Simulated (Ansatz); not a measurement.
Forces on a displaced structure

SiH₃S (SMILES [SiH2-]S) (charge -1), singlet, displaced at random from a GFN2-xTB minimum.

Si1  (-0.049, -0.827, -0.161)
S2  (0.260, 1.418, 0.228)
H3  (-0.520, -1.270, 1.091)
H4  (-1.269, -0.736, -0.864)
H5  (1.667, 1.311, -0.285)
(Å)

Ansatz 0.2.0; basis: def2-TZVPPD; cores frozen in the correlated methods.

CCSD(T) forces from the calculation:
```
atom      Fx      Fy  Fz (eV/Å)
 Si1   2.932   0.236     -1.217
  S2   2.661  -0.426     -0.941
  H3  -0.959  -0.433      1.996
  H4  -1.995   0.193     -0.856
  H5  -2.639   0.430      1.019
```

**Question.** Which atom feels the largest CCSD(T) force, and how large is it?

**Answer.** Si1, 3.18 eV/Å, along (0.92, 0.07, -0.38).

Root-mean-square difference of the force components from those of CCSD(T): PBE0-D4 0.084; wB97M-V 0.051; r2SCAN-D4 0.063; PBE-D4 0.138; wB97X-V 0.096; B97M-V 0.071 eV/Å.

The T1 diagnostic stays at or below 0.014.

For scale, one of the runs: CCSD(T)/def2-TZVPPD forces, 150 basis functions (an equivalent command: `ansatz run in.yaml --threads 4`). Time: 25 s of wall clock on 4 CPU threads; the host was shared. Peak host memory: 1.6 GiB.
